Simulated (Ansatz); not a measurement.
Coupled-cluster run, C5H7F (`CC=C=C(C)F`).

```yaml
crystal:
  periodic: [false, false, false]
  atoms:
    - {symbol: C, position_ang: [-0.956550, 1.656256, -1.392082]}
    - {symbol: C, position_ang: [-0.252298, 1.389959, -0.099787]}
    - {symbol: C, position_ang: [-0.123677, 0.219892, 0.456962]}
    - {symbol: C, position_ang: [0.034687, -0.955608, 0.993081]}
    - {symbol: C, position_ang: [1.149014, -1.909836, 0.777620]}
    - {symbol: F, position_ang: [-0.889922, -1.428447, 1.865565]}
    - {symbol: H, position_ang: [-1.783704, 2.355886, -1.239246]}
    - {symbol: H, position_ang: [-0.275369, 2.120436, -2.111648]}
    - {symbol: H, position_ang: [-1.352243, 0.738182, -1.825358]}
    - {symbol: H, position_ang: [0.177143, 2.254825, 0.407021]}
    - {symbol: H, position_ang: [0.767545, -2.856627, 0.384822]}
    - {symbol: H, position_ang: [1.870802, -1.498408, 0.073738]}
    - {symbol: H, position_ang: [1.654971, -2.121213, 1.724011]}
basis:
  gaussian: {orbitals: def2-TZVPP}
correlation: {method: ccsd_t}
```

```sh
$ ansatz run in.yaml --threads 4 --pin off --events-out ev --progress --plain --max-ram 10444MiB
```

Log, shortened:

```
Functional definition: HF
1704 factors; integrals over basis functions are off by at most 9.1e-4 eV
mean field evaluation 1: about -7966.1268 eV, gradient 3.8e1 eV
mean field evaluation 2: about -7966.4220 eV, gradient 3.8e1 eV
mean field evaluation 4: about -7970.2875 eV, gradient 4.6e0 eV
mean field evaluation 8: about -7970.3589 eV, gradient 2.9e-1 eV
mean field -7970.35932155 eV, -292.9053025635 hartree, gradient 4.1e-6 eV, S^2 0.000000; 0 other end points of the search recorded, 0 dependent functions left out
6 core orbitals not correlated: weight in the atoms' cores, before any rotation towards them, 1.000 or more for the frozen orbitals, at most 0.000 for the correlated occupied ones
reference -7970.35932155 eV, -292.9053025635 hartree; 17, 17 occupied and 261, 261 virtual orbitals, 1704 factors
second order -28.89541182 eV of doubles, -0.00000000 eV of singles
cycle   1  -29.17165634 eV  change   -2.8e-1 eV  update   1.2e-1
cycle   2  -29.85754233 eV  change   -6.9e-1 eV  update   3.7e-2
cycle   3  -30.03048586 eV  change   -1.7e-1 eV  update   1.9e-2
cycle   4  -30.02431518 eV  change    6.2e-3 eV  update   4.9e-3
cycle   5  -30.02292350 eV  change    1.4e-3 eV  update   2.1e-3
cycle   6  -30.02428991 eV  change   -1.4e-3 eV  update   5.8e-4
cycle   7  -30.02422996 eV  change    6.0e-5 eV  update   2.2e-4
cycle   8  -30.02414776 eV  change    8.2e-5 eV  update   6.4e-5
cycle   9  -30.02417814 eV  change   -3.0e-5 eV  update   2.5e-5
perturbative correction -1.27315640 eV, -0.0467876348 hartree
Total energy: -8001.65665610 eV, -294.0554583940 hartree
```

It took 4.9 min on 4 threads of an Arm Neoverse V1 on a shared host, with 9.1 GiB of host memory at the peak.

The correlation energy is -31.297 eV, 4.1 % of it from (T); the T1 diagnostic reads 0.0116.
